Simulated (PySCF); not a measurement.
## How well do the runs reproduce experiment for methanethial?

**The experiment to reproduce.**

From NIST CCCBDB Release 22 (SRD 101), experimental dipoles, for the gas: dipole moment 1.647 ± 0.0014 D.

The results are set against them at the end.

Species: methanethial, CH2S.
Numbering: `[CH2:1]=[S:2]` (hydrogens: H3, H4 on C1)

Geometry (GFN2-xTB, Å), atoms numbered from 1 in this order:
```xyz
4
CH2S angstrom
C     -0.1149    0.0053    0.0029
S      1.4839   -0.0522    0.1348
H     -0.6121    0.8191   -0.5087
H     -0.7466   -0.7675    0.4212
```

The PySCF runs (gas phase, on this GFN2-xTB geometry; no spin–orbit coupling):

```tsv
level	job	basis functions
PBE0/pcSseg-1	shieldings, charges and field gradients	51
wB97X/6-31G*	shieldings, charges and field gradients	36
CAM-B3LYP/def2-SVPD	8 singlets by full TDDFT, 3 Tamm–Dancoff triplets, polarisability	63
PBE0/def2-SVPD	6 singlets by full TDDFT, 2 Tamm–Dancoff triplets, polarisability	63
```

All basis functions are spherical.

**Comparison with experiment**

**Dipole moment.** Measured: 1.647 D (NIST CCCBDB Release 22 (SRD 101), experimental dipoles).

| level | computed (D) | computed − measured (D) | % (from the printed values) |
| --- | --- | --- | --- |
| PBE0/pcSseg-1 | 1.809 | +0.162 | +10 |
| wB97X/6-31G* | 1.978 | +0.331 | +20 |
| CAM-B3LYP/def2-SVPD | 1.822 | +0.175 | +11 |
| PBE0/def2-SVPD | 1.826 | +0.179 | +11 |

Closest is PBE0/pcSseg-1 (+0.162 D), furthest wB97X/6-31G* (+0.331 D); one molecule doesn't rank methods. All 4 levels lie above the measurement. The computed dipoles belong to one fixed geometry; measured ones are averaged over vibrations unless marked μe. Magnitudes are compared, not signs.

No measured geometry was used, and the causes of the misses weren't examined.
